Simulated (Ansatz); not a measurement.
Geometry optimisation, RKS PBE0-D4/def2-SVP in Ansatz.

Input:

```yaml
crystal:
  periodic: [false, false, false]
  atoms:
    - { symbol: Al, position_ang: [-1.02322, 1.0e-06, 0.469736] }
    - { symbol: H, position_ang: [1.550896, -2.0e-06, 1.471402] }
    - { symbol: Cl, position_ang: [2.405962, 1.0e-06, 0.449398] }
    - { symbol: Cl, position_ang: [-1.566839, -1.0e-06, -1.601336] }
basis:
  gaussian: { orbitals: def2-SVP }
hamiltonian:
  xc: pbe0
  dispersion: d4
relax:
  f_tol: 0.03
  max_steps: 50
output:
  orbitals: {}
```

Run as:

```bash
$ ansatz run input.yaml --threads 1 --pin off --max-ram 2048MiB --backend cpu --events-out ev --progress --plain --runs-dir out
```

**Question.** Where does it end, and by what steps?

**Answer.** The run converged. The force dipped under the threshold on the way, but the program's further checks kept it going. After 10 steps the energy has fallen by 0.080 eV; H2 moved furthest, 0.53 Å.

```
step  energy less start (eV)  largest force component (eV/Å)  accepted
   0                  0.0000                           0.862       yes
   1                 -0.0182                           1.035       yes
   2                  0.0143                           1.857        no
   3                 -0.0323                           1.009       yes
   4                 -0.0508                           0.724       yes
   5                 -0.0735                           0.044       yes
   6                 -0.0737                           0.046       yes
   7                 -0.0515                           1.149        no
   8                 -0.0757                           0.028       yes
   9                 -0.0776                           0.289       yes
  10                 -0.0801                           0.003       yes
```

```xyz
4
Properties=species:S:1:pos:R:3
Al -1.274 0.000 0.496
H 2.057 0.000 1.616
Cl 1.929 0.000 0.335
Cl -1.345 0.000 -1.658
```

Whether the end is a true minimum wasn't checked by a vibrational analysis.

Time of the run: 17 s on 1 thread of Arm Neoverse V1, on a shared host, peak memory 0.11 GiB.
